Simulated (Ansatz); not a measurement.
Born–Oppenheimer molecular dynamics of CH4NSi (7 atoms, charge 0, multiplicity 2). It starts from a relaxed structure.

Computed with UKS PBE0-D4/def2-SVP (Ansatz 0.2.0).

```yaml
ensemble: NVE (velocity Verlet)
time_step: 0.5 fs
steps_asked: 144
starting_velocities_drawn_for: 300 K
masses: H 2.014 u
seed: 400939
```

First frame:

```xyz
7
Properties=species:S:1:pos:R:3
C -0.630 0.016 -0.724
N -1.111 -0.374 0.548
Si 0.586 0.079 0.702
H -0.184 -0.764 -1.380
H -1.214 0.748 -1.303
H 1.675 -0.916 0.545
H 0.879 1.211 1.612
```

Q: What does the run give?

A: All steps were run.

```
steps done                                               : 144
time covered                                             : 72 fs
mean temperature over the second half                    : 168 K
spread of the potential energy over the second half      : 2.9 meV per atom
mean potential energy of the second half above the start : 12.2 meV per atom
```

The conserved energy stayed within 0.057 meV per atom of its start (net change 0.02 meV per atom), so the integration is sound. The temperature averaged 0.56 of the 300 K drawn at the start: a run that starts near a minimum puts about half its kinetic energy into the potential. A run of 0.072 ps of so small a system gives no equilibrium averages.

Q: What happens to the structure?

A: The same pairs are bonded in the first frame and the last. Pairs count as bonded within 1.25 times the sum of covalent radii (0.12 Å more for H–H). Another seed would give other details.

Q: How do temperature and energy run in time?

A: 
```
time (fs)  T (K)  potential energy less start (eV)  conserved less start (meV/atom)
      0.0    300                             0.000                             0.00
      3.5    207                             0.061                             0.05
      7.0    153                             0.095                             0.03
     10.5    118                             0.118                             0.05
     14.0    129                             0.111                             0.03
     17.5    141                             0.103                             0.05
     21.0    175                             0.081                             0.02
     24.5    136                             0.106                             0.06
     28.0    194                             0.069                             0.02
     31.5    178                             0.079                             0.04
     35.0    140                             0.103                             0.04
     38.5    136                             0.106                             0.05
     42.0    201                             0.064                             0.02
     45.5    192                             0.070                             0.05
     49.0    230                             0.045                             0.02
     52.5    173                             0.083                             0.04
     56.0    128                             0.111                             0.05
     59.5    154                             0.095                             0.04
     63.0    169                             0.085                             0.02
     66.5    131                             0.109                             0.05
     70.0    167                             0.086                             0.03
```

Time of the run: 16 min on 1 thread of AMD EPYC (Zen 3) (shared host), peak memory 0.16 GiB.
